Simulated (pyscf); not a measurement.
`[CH2]=[CH2]` + `[CH3][OH]` → `[CH3][CH2][CH2][OH]` (addition across a multiple bond or ene-type step; singlet surface; C–O broken, C–C, C–O formed). Optimised with ωB97X-D3(BJ)/def2-SVP in PySCF. MP2 and CC: frozen core, UHF for open shells. ΔMP2 is the change of the MP2 total energy from the triple- to the quadruple-zeta basis. Energies in eV from the separated reactants.

```csv
level,barrier,reaction energy
r²SCAN/def2-TZVP,3.30,-1.31
PBE0-D3(BJ)/def2-TZVP,3.42,-1.42
M06-2X/def2-TZVP,3.68,-1.29
HF/def2-TZVP,4.89,-1.00
MP2/def2-QZVPP,___,-1.33
CCSD/def2-TZVPP,3.90,-1.22
CCSD(T)/def2-TZVPP + ΔMP2(QZVPP),___,___
```

**Question.** What belongs in the gaps?

**Answer.** 
- MP2/def2-QZVPP, barrier: 3.54
- CCSD(T)/def2-TZVPP + ΔMP2(QZVPP), barrier: 3.60
- CCSD(T)/def2-TZVPP + ΔMP2(QZVPP), reaction energy: -1.23

From the product side, •H₂C–CH₃ + •H₂C–OH lies, by one bond made or cut, 0.96 eV under this saddle at ωB97M-D3(BJ). One saddle was located; it need not be the lowest between these sides. The CCSD(T) − MP2 part came from Ansatz, without density fitting, on the same reference.
